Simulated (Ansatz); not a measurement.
Barrier CH3 (SMILES [CH3]) + NH3 (SMILES N) via CH6N, on the benchmark's geometries as Psi4's copy gives them; open shells unrestricted, no zero-point energy, no spin–orbit coupling.
Transition structure (charge 0, multiplicity 2):
```csv
atom,x (Å),y (Å),z (Å)
C,-1.2608,0.0000,0.0123
N,1.3133,0.0000,-0.1368
H,-1.5840,0.9085,-0.4847
H,-1.4637,-0.0046,1.0773
H,-1.5847,-0.9039,-0.4927
H,0.0431,-0.0001,-0.1517
H,1.4805,0.8056,0.4678
H,1.4806,-0.8055,0.4678
```

Run with Ansatz (Gaussian orbitals). Values without a source in brackets are computed.

The barrier height (kcal/mol) and the share of exact exchange:

```
functional          exact exchange (%)  value
------------------  ------------------  -----
PBE/def2-TZVPPD                      0   7.71
PBE0/def2-TZVPPD                    25  12.61
BLYP/def2-TZVPPD                     0  10.28
B3LYP/def2-TZVPPD                   20  13.41
BHLYP/def2-TZVPPD                   50  18.23
r2SCAN/def2-TZVPPD                   0  11.44
```

Problem. Take the value as linear in the share of exact exchange along PBE and PBE0. Give the slope, say whether the sign turns, and set the other functionals against that line.

Solution. 
Slope: (12.61 − (7.71))/2.5 = 1.96 kcal/mol for each 10 %. The line keeps its sign from 0 to 100 %. At 50 % it gives 17.5 kcal/mol. The LYP pair gives (18.23 − (10.28))/5 = 1.59 for each 10 %. BHLYP, at 50 %, lies 0.7 from the PBE line. B3LYP, at 20 %, lies 1.8 from the PBE line. r2SCAN, with none, stands 3.7 from PBE.

Ansatz is an electronic-structure program.
